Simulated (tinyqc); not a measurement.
RHF in the sto-6g basis, for LiH, spin multiplicity 1, step by step. One step of it, computed by the program tinyqc.

Problem. Iteration 1: building the Fock matrix. J_ij = sum D_kl (ij|kl), K_ij = sum D_kl (ik|jl); F = H + J - 0.5 K; E = tr D H + tr D J / 2 - 0.25 tr D K + E_nn.

D at the start, lower triangle:
```
            1Li 1s    1Li 2s   1Li 2px   1Li 2py   1Li 2pz     2H 1s
1Li 1s    2.056044
1Li 2s   -0.111312  0.076451
1Li 2px   0.000000  0.000000  0.000000
1Li 2py   0.000000  0.000000  0.000000  0.000000
1Li 2pz  -0.041158  0.082837  0.000000  0.000000  0.093090
2H 1s    -0.181398  0.301727  0.000000  0.000000  0.337752  1.225942
```

core Hamiltonian H = T + V (hartree), lower triangle:
```
            1Li 1s     1Li 2s    1Li 2px    1Li 2py    1Li 2pz      2H 1s
1Li 1s   -4.833030
1Li 2s   -1.029109  -1.408623
1Li 2px   0.000000   0.000000  -1.159510
1Li 2py   0.000000   0.000000   0.000000  -1.159510
1Li 2pz  -0.022472  -0.132875   0.000000   0.000000  -1.266244
2H 1s    -0.490118  -0.835814   0.000000   0.000000  -0.941769  -1.611469
```

Two-electron integrals (ij|kl) in chemists' order, unique and non-zero (hartree):
```
(11|11) 1.681247   (21|11) 0.242603   (21|21) 0.044507   (22|11) 0.397190
(22|21) 0.090279   (22|22) 0.290625   (31|31) 0.009437   (32|31) 0.014261
(32|32) 0.064236   (33|11) 0.397190   (33|21) 0.090279   (33|22) 0.290625
(33|33) 0.313125   (41|41) 0.009437   (42|41) 0.014261   (42|42) 0.064236
(43|43) 0.016875   (44|11) 0.397190   (44|21) 0.090279   (44|22) 0.290625
(44|33) 0.279374   (44|44) 0.313125   (51|51) 0.009437   (52|51) 0.014261
(52|52) 0.064236   (53|53) 0.016875   (54|54) 0.016875   (55|11) 0.397190
(55|21) 0.090279   (55|22) 0.290625   (55|33) 0.279374   (55|44) 0.279374
(55|55) 0.313125   (61|11) 0.115375   (61|21) 0.020536   (61|22) 0.041317
(61|33) 0.040790   (61|44) 0.040790   (61|51) 0.002683   (61|52) 0.005107
(61|55) 0.042371   (61|61) 0.010429   (62|11) 0.187529   (62|21) 0.042726
(62|22) 0.137198   (62|33) 0.131253   (62|44) 0.131253   (62|51) 0.007458
(62|52) 0.037287   (62|55) 0.149089   (62|61) 0.022951   (62|62) 0.096376
(63|31) 0.004380   (63|32) 0.017786   (63|53) 0.006343   (63|63) 0.008582
(64|41) 0.004380   (64|42) 0.017786   (64|54) 0.006343   (64|64) 0.008582
(65|11) 0.211401   (65|21) 0.048829   (65|22) 0.162633   (65|33) 0.152298
(65|44) 0.152298   (65|51) 0.011745   (65|52) 0.057435   (65|55) 0.183304
(65|61) 0.027815   (65|62) 0.127432   (65|65) 0.172875   (66|11) 0.379132
(66|21) 0.088173   (66|22) 0.301389   (66|33) 0.276837   (66|44) 0.276837
(66|51) 0.019976   (66|52) 0.110967   (66|55) 0.350493   (66|61) 0.050826
(66|62) 0.255944   (66|65) 0.354925   (66|66) 0.774999
```

nuclear repulsion = 1.14788983 hartree

Give: Coulomb J; exchange K; Fock matrix F; total energy of this density.

Solution.

Coulomb J (hartree), lower triangle:
```
         1Li 1s  1Li 2s  1Li 2px  1Li 2py  1Li 2pz   2H 1s
1Li 1s   4.1490
1Li 2s   0.6636  1.3930
1Li 2px  0.0000  0.0000   1.3514
1Li 2py  0.0000  0.0000   0.0000   1.3514
1Li 2pz  0.0375  0.2050   0.0000   0.0000   1.4760
2H 1s    0.3315  0.8557   0.0000   0.0000   1.0805  2.1582
```

exchange K (hartree), lower triangle:
```
         1Li 1s  1Li 2s  1Li 2px  1Li 2py  1Li 2pz   2H 1s
1Li 1s   3.3921
1Li 2s   0.4779  0.3102
1Li 2px  0.0000  0.0000   0.0467
1Li 2py  0.0000  0.0000   0.0000   0.0467
1Li 2pz  0.0217  0.3012   0.0000   0.0000   0.4164
2H 1s    0.2556  0.5572   0.0000   0.0000   0.7141  1.3845
```

Fock matrix F (hartree), lower triangle:
```
          1Li 1s   1Li 2s  1Li 2px  1Li 2py  1Li 2pz    2H 1s
1Li 1s   -2.3801
1Li 2s   -0.6044  -0.1708
1Li 2px   0.0000   0.0000   0.1686
1Li 2py   0.0000   0.0000   0.0000   0.1686
1Li 2pz   0.0042  -0.0785   0.0000   0.0000   0.0015
2H 1s    -0.2864  -0.2587   0.0000   0.0000  -0.2183  -0.1456
```

total energy of this density = -7.879784 hartree
